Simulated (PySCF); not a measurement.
CS, SMILES [C-]#[S+].

Geometry optimised at B3LYP-D3(BJ)/def2-TZVPD.

Two levels are set side by side: PBE/def2-TZVPD (PySCF) and CAM-B3LYP/def2-TZVPD (PySCF). Same geometry, gas phase. Differences are taken from unrounded values.

```tsv
quantity	CAM-B3LYP	PBE	PBE minus CAM-B3LYP
orbital gap (eV)	9.22	3.97	-5.25
highest occupied level (eV)	-10.40	-7.37	3.03
lowest empty level (eV)	-1.18	-3.41	-2.22
dipole moment (D)	1.98	2.01	0.03
mean polarisability (bohr³)	28.5	29.1	0.5
```

PBE's occupied levels lie high since its potential decays too fast outside the molecule; exact exchange lowers them and widens the gap. Differences between two approximate levels are no errors against the true value.

Rough cost on one machine, each run with all the roots and properties that it gave: CAM-B3LYP against PBE within a factor of 2.
